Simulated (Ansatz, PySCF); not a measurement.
This PySCF input computes a CCSD(T)/cc-pVDZ energy:

```python
from pyscf import gto, scf, mp, cc as ccmod

mol = gto.M(
    atom='''
    C     0.78795820    1.54784882    0.21221775
    C     0.28902993    0.60427555   -0.58651723
    C    -0.62032961   -0.41667002   -0.24222137
    C    -0.41497079   -1.63558151    0.34267517
    H     1.51309580    2.29090719   -0.13309180
    H     0.52049195    1.65172282    1.27959290
    H    -1.64428815   -0.23030318   -0.58744657
    H     0.57097782   -1.94120393    0.67658602
    H    -1.21040375   -2.37036004    0.40743355
    ''',
    basis='cc-pvdz',
    charge=-1,
    spin=0,
    verbose=4,
)

mf = scf.RHF(mol)
mf.conv_tol = 1e-10
mf.max_cycle = 100
mf.kernel()
mp2 = mp.MP2(mf, frozen=4).run()
cc = ccmod.CCSD(mf, frozen=4)
cc.max_cycle = 100
cc.kernel()
et = cc.ccsd_t()
print(f'E(CCSD(T)) = {cc.e_tot + et:.9f}')
```

Write an input for the same energy in Ansatz (a first-principles code) and say what it gives.


Ansatz 0.2 input:
```yaml
crystal:
  periodic: [false, false, false]
  atoms:
    - {symbol: C, position_ang: [0.78795820, 1.54784882, 0.21221775]}
    - {symbol: C, position_ang: [0.28902993, 0.60427555, -0.58651723]}
    - {symbol: C, position_ang: [-0.62032961, -0.41667002, -0.24222137]}
    - {symbol: C, position_ang: [-0.41497079, -1.63558151, 0.34267517]}
    - {symbol: H, position_ang: [1.51309580, 2.29090719, -0.13309180]}
    - {symbol: H, position_ang: [0.52049195, 1.65172282, 1.27959290]}
    - {symbol: H, position_ang: [-1.64428815, -0.23030318, -0.58744657]}
    - {symbol: H, position_ang: [0.57097782, -1.94120393, 0.67658602]}
    - {symbol: H, position_ang: [-1.21040375, -2.37036004, 0.40743355]}
basis:
  gaussian:
    orbitals: cc-pVDZ
total_charge: -1
magnetization: {spin_polarized: false}
correlation: {method: ccsd_t, electrons: outside_noble_gas}
```
It gives -154.86778 Eh, and PySCF -154.86778 Eh, a difference of 0.00 mEh.

It need not be the lowest isomer of its formula. Whether it binds its extra electron was not tested at this geometry.
